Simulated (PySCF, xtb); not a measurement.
NO2, SMILES [O]N=O (connectivity only; charge and spin as stated), charge -1, multiplicity 1.

Harmonic wavenumbers (cm⁻¹) from GFN2-xTB run with xtb at its own minimum, in rising order: 701, 1357, 1366.

What does r2SCAN-D4/def2-TZVPD (PySCF 2.14.0) give at its own minimum? (The exact figures need the calculation; the answer reports its results.)

798, 1259, 1319. Paired by order, the mean absolute difference is 81 cm⁻¹ and the zero-point energies are 4.9 and 4.8 kcal/mol.
